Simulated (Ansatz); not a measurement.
Reaction (SMILES): [O+]#[Si-] (O-Si) → OSi+ (doublet, bonded as [O+]#[Si-]) + e-
B3LYP-D3(BJ)/def2-TZVP geometries, fixed; electronic energies without zero-point terms.

Basis-set convergence of the adiabatic ionisation energy at B2PLYP with Ansatz (an electronic-structure program). Cartesian d functions, on some or all atoms, in 6-31G**, 6-311+G**; all else is spherical. Cores are frozen. Open shells are unrestricted. No added dispersion term, no relativity. Functions are those of the species that has most. Reference: the value in aug-cc-pV(5+d)Z, 11.877 eV, itself unsure by roughly 0.012 eV (its mean distance from pcseg-4, aug-pcseg-3, aug-cc-pV(Q+d)Z).

```json
[
 {"basis": "STO-3G", "functions": "14", "adiabatic ionisation energy (eV)": "8.311"},
 {"basis": "6-31G", "functions": "22", "adiabatic ionisation energy (eV)": "11.306"},
 {"basis": "pcseg-0", "functions": "22", "adiabatic ionisation energy (eV)": "11.338"},
 {"basis": "6-31G**", "functions": "34", "adiabatic ionisation energy (eV)": "11.672"},
 {"basis": "cc-pV(D+d)Z", "functions": "37", "adiabatic ionisation energy (eV)": "11.640"},
 {"basis": "aug-pcseg-1", "functions": "50", "adiabatic ionisation energy (eV)": "[?]"},
 {"basis": "6-311+G**", "functions": "53", "adiabatic ionisation energy (eV)": "[?]"},
 {"basis": "aug-cc-pV(D+d)Z", "functions": "55", "adiabatic ionisation energy (eV)": "11.880"},
 {"basis": "6-311++G(2d,2p)", "functions": "62", "adiabatic ionisation energy (eV)": "11.894"},
 {"basis": "def2-TZVPP", "functions": "73", "adiabatic ionisation energy (eV)": "[?]"},
 {"basis": "6-311++G(3df,3pd)", "functions": "86", "adiabatic ionisation energy (eV)": "11.860"},
 {"basis": "aug-pcseg-2", "functions": "96", "adiabatic ionisation energy (eV)": "[?]"},
 {"basis": "cc-pV(Q+d)Z", "functions": "119", "adiabatic ionisation energy (eV)": "11.846"},
 {"basis": "pcseg-3", "functions": "124", "adiabatic ionisation energy (eV)": "11.854"},
 {"basis": "def2-QZVPPD", "functions": "142", "adiabatic ionisation energy (eV)": "11.861"},
 {"basis": "aug-cc-pV(Q+d)Z", "functions": "169", "adiabatic ionisation energy (eV)": "11.870"},
 {"basis": "aug-pcseg-3", "functions": "174", "adiabatic ionisation energy (eV)": "11.860"},
 {"basis": "aug-cc-pV(5+d)Z", "functions": "263", "adiabatic ionisation energy (eV)": "11.877"}
]
```

**Question.** Some entries are withheld; supply them.

**Answer.** 
- aug-pcseg-1, adiabatic ionisation energy (eV): 11.809
- 6-311+G**, adiabatic ionisation energy (eV): 11.812
- def2-TZVPP, adiabatic ionisation energy (eV): 11.816
- aug-pcseg-2, adiabatic ionisation energy (eV): 11.833
